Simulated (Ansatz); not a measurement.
Ansatz (a quantum-chemistry and plane-wave program) input (PBE0/def2-TZVP):

Ansatz 0.2 input:
```yaml
crystal:
  periodic: [false, false, false]
  atoms:
    - {symbol: C, position_ang: [0.00728032, 0.00031015, 0.17491065]}
    - {symbol: H, position_ang: [-0.01040746, 0.86106198, -0.52673636]}
    - {symbol: H, position_ang: [-0.03327446, -0.86292291, -0.52272756]}
basis:
  gaussian:
    orbitals: def2-TZVP
hamiltonian:
  xc: {name: PBE0}
relax: {f_tol: 0.003, max_steps: 100}
```

Output:

```
Functional definition: PBE0
integrals: 0.00 GiB planned
268 factors; their error is unknown
mean field: 0.06 GiB planned
mean field evaluation 1: about -1062.7048 eV, gradient 1.8e1 eV
mean field evaluation 2: about -1062.9286 eV, gradient 1.6e1 eV
mean field evaluation 4: about -1063.6261 eV, gradient 6.5e-2 eV
mean field evaluation 8: about -1063.6160 eV, gradient 1.7e-4 eV
mean field -1063.61604004 eV, -39.0871685265 hartree, gradient 6.4e-5 eV, S^2 0.000000; 0 other end points of the search recorded, 0 dependent functions left out
the calculation of the forces begins
reference -1063.61605994 eV, -39.0871692581 hartree; 4, 4 occupied and 39, 39 virtual orbitals, 268 factors
relax step   1: F+E_penalty+E_count = -1063.61604004 eV  Δ(F+E_penalty+E_count) = +0.000e0 eV  max|allowed force component| = 8.071e-2 eV/Å  Δτ_max = 0.0000 Å  (23 SCF iters, accepted)
these checks for a lower state are left out or cut short: starts, cluster_reference, orbital_swaps, neighbouring_geometries, increment
integrals: 0.00 GiB planned
268 factors; their error is unknown
mean field: 0.06 GiB planned
mean field evaluation 16: about -1063.6160 eV, gradient 2.6e-1 eV
mean field -1063.61614454 eV, -39.0871723669 hartree, gradient 7.4e-6 eV, S^2 0.000000; 0 other end points of the search recorded, 0 dependent functions left out
the calculation of the forces begins
reference -1063.61616448 eV, -39.0871730998 hartree; 4, 4 occupied and 39, 39 virtual orbitals, 268 factors
relax step   2: F+E_penalty+E_count = -1063.61614454 eV  Δ(F+E_penalty+E_count) = -1.045e-4 eV  max|allowed force component| = 2.927e-2 eV/Å  Δτ_max = 0.0014 Å  (28 SCF iters, accepted)
these checks for a lower state are left out or cut short: starts, cluster_reference, orbital_swaps, neighbouring_geometries, increment
integrals: 0.00 GiB planned
268 factors; their error is unknown
mean field: 0.06 GiB planned
mean field -1063.61616051 eV, -39.0871729538 hartree, gradient 7.4e-6 eV, S^2 0.000000; 0 other end points of the search recorded, 0 dependent functions left out
the calculation of the forces begins
reference -1063.61618047 eV, -39.0871736872 hartree; 4, 4 occupied and 39, 39 virtual orbitals, 268 factors
relax step   3: F+E_penalty+E_count = -1063.61616051 eV  Δ(F+E_penalty+E_count) = -1.597e-5 eV  max|allowed force component| = 1.819e-3 eV/Å  Δτ_max = 0.0006 Å  (28 SCF iters, accepted)
integrals: 0.00 GiB planned
268 factors; their error is unknown
mean field: 0.06 GiB planned
mean field evaluation 32: about -1063.6161 eV, gradient 2.6e-1 eV
mean field -1063.61616051 eV, -39.0871729538 hartree, gradient 7.4e-6 eV, S^2 0.000000; 1 other end points of the search recorded, 0 dependent functions left out
the calculation of the forces begins
reference -1063.61618047 eV, -39.0871736872 hartree; 4, 4 occupied and 39, 39 virtual orbitals, 268 factors
Total energy: -1063.61618047 eV, -39.0871736872 hartree
Atom 0 at     0.007364     0.000314     0.176931 Å, force    -0.000020    -0.000001    -0.000478 eV/Å
Atom 1 at    -0.010450     0.861017    -0.527746 Å, force    -0.000014    -0.001818     0.000243 eV/Å
Atom 2 at    -0.033316    -0.862881    -0.523738 Å, force     0.000034     0.001819     0.000235 eV/Å
Dipole moment:    -0.016527    -0.000704    -0.397069 e Å
```
